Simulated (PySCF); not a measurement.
Molecule: `C=CC(=O)OC`, C4H6O2.

Atoms are numbered as in `[CH2:1]=[CH:2][C:3](=[O:4])[O:5][CH3:6]`. Each H is labelled by its parent atom. Ha(C1) is cis to C3; Hb(C1) is trans to C3.

Geometry PBE0-D3(BJ)/def2-SVP throughout; GIAO in PySCF 2.14.0 with density-fitted response routines, gas phase, one conformer, non-relativistic; equivalent atoms averaged; basis pcSseg-2.

For orientation, BP86 gives these shifts δ (against TMS, H2O at the same level): C3 171.6, C1 140.8, C2 138.7, C6 54.2, O4 389.8, Ha(C1) 6.90, Hb(C1) 5.94, H(C2) 6.41, H(C6) 3.67 ppm.

A run gave: C3 174.9, C1 144.9, C2 139.5, C6 53.5, O4 395.3, Ha(C1) 7.03, Hb(C1) 6.09, H(C2) 6.39, H(C6) 3.61 ppm (shifts δ (against TMS, H2O at the same level)).

**Question.** Which functional was used in that run?
A. mPW1PW91
B. LDA
C. PBE
D. HF
E. B97-2

**Answer.** A. C1 tells them apart best: mPW1PW91 gives 144.9, PBE gives 141.2, LDA gives 147.9, B97-2 gives 141.4, HF gives 147.7 ppm.
